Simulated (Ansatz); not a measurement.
Two structures of SiH4O, closed shell, reached by relaxing down either side of one saddle point (PBE0-D4/def2-TZVP). Energies are electronic, without zero-point energy. Ansatz 0.2.0; basis: def2-TZVPP and def2-QZVPP; cores frozen in the correlated methods. Extrapolation: Hartree–Fock as exp(−7.88 √X), correlation as X^−2.97. First:

Si1  (-0.386, 0.068, -0.052)
O2  (1.250, 0.226, -0.169)
H3  (-0.849, -1.252, -0.562)
H4  (-0.852, 0.204, 1.355)
H5  (-0.958, 1.155, -0.879)
H6  (1.795, -0.401, 0.308)
(Å)

Second:

```tsv
atom	x (Å)	y (Å)	z (Å)
Si1	-1.2203	0.1677	-0.0745
O2	0.6771	-0.5034	-0.5089
H3	0.7223	-1.4599	-0.4083
H4	-0.7688	0.3515	1.3778
H5	-0.7363	1.5557	-0.4716
H6	1.3261	-0.1116	0.0855
```

Which bonds change from the first to the second?

SiH₄O ([OH][SiH3]) → SiH₂ + H₂O (still joined by a long Si–O bond); bonds formed: O2–H3; bonds broken: Si1–H3; bonds weakened to dative contacts: Si1–O2.

Give the saddle point's structure and its height above each. (Judge from chemistry; the value comes from the calculation.)

By the calculation: 346.7 kJ/mol above the first and 97.1 kJ/mol above the second (CCSD(T) at an estimated basis limit (MP2 extrapolated from triple and quadruple zeta, plus CCSD(T) − MP2 in triple zeta)).
| atom | x (Å) | y (Å) | z (Å) |
| --- | --- | --- | --- |
| Si1 | -0.8170 | 0.0793 | -0.0424 |
| O2 | 1.0069 | -0.2829 | -0.4232 |
| H3 | 0.1078 | -1.1448 | -0.5905 |
| H4 | -0.7801 | 0.4453 | 1.4114 |
| H5 | -1.0406 | 1.3932 | -0.7224 |
| H6 | 1.5229 | -0.4900 | 0.3670 |

The T1 diagnostic stays at or below 0.016. The restricted Hartree–Fock reference is unstable towards an unrestricted one at one or more of these structures.

Losses and insertions of silylenes and their heavier kin drive the gas-phase chemistry of silicon and germanium vapour deposition.

Labels in which every atom is bracketed show which atoms are joined, not bond orders.

For scale, one of the runs: CCSD(T)/def2-TZVPP, 129 basis functions, launched by `ansatz run in.yaml --threads 2 --pin off --events-out ev --progress --plain --max-ram 4352MiB`. The run took about 6 s on 2 CPU threads of an Arm Neoverse V1 (shared host).
